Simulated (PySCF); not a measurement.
## Dipole moment and polarisability of isothiofulminic acid

Species: isothiofulminic acid, CHNS.
Cartesian coordinates in Å at the PBE0-D3(BJ)/def2-SVP level; atoms count from 1:
```
atom  x, y, z in Å
C1     1.8035   -0.1123   -0.4045
N2     0.6357    0.0623   -0.4052
S3    -0.9796    0.4108   -0.5290
H4    -1.3764   -0.4512    0.4367
```

Level: wB97X-D/def2-SVPD (PySCF), static field, nuclei fixed, core orbitals frozen in the response. The polarisability tensor in these axes (au):

```
x   53.98 -2.87 -0.74
y   -2.87 30.42 -0.58
z   -0.74 -0.58 30.17
```

Q: Give the principal values, the mean and the anisotropy Δα = √{½[(α1 − α2)² + (α2 − α3)² + (α1 − α3)²]}.

A: Principal values 29.45, 30.78 and 54.35 au; mean 38.19 au = 5.66 Å³ = 6.30 × 10⁻⁴⁰ C²·m²/J; Δα = 24.26 au (64 % of the mean).

Q: What is the dipole moment, and where does it point?

A: (-3.15, -0.10, 0.58) D, 3.21 D in size, pointing from the negative to the positive side. Measured along this direction, the outermost atoms are C1 at the negative end and H4 at the positive end.

Q: Give the principal axes and the span of the nuclei along them.

A: Largest value along (0.99, -0.12, -0.03), where the nuclei span 3.14 Å; middle along (-0.06, -0.68, 0.73), 1.32 Å; least along (0.11, 0.72, 0.69), 0.00 Å. The response follows the extents in order.

Q: What are the principal values of the traceless quadrupole moment, Θ = ½Σq(3rr − r²1), about the centre of nuclear charge?

A: -5.34, -0.28, 5.61 D·Å. The values depend on the origin, since the dipole doesn't vanish. The electronic extent ⟨r²⟩ about the same centre is 208 bohr², a root-mean-square distance of 1.39 Å for the 30 electrons.

Q: How large is μ²/3kT at 500 K beside α?

A: In Gaussian units μ²/3kT = 49.61 Å³ against 5.66 Å³, a ratio of 8.77; the Debye molar polarisation (4π/3)N_A(α + μ²/3kT) is 139.4 cm³/mol, leaving out the vibrational part.

Isolated species at its PBE0-D3(BJ)/def2-SVP geometry, gas phase.
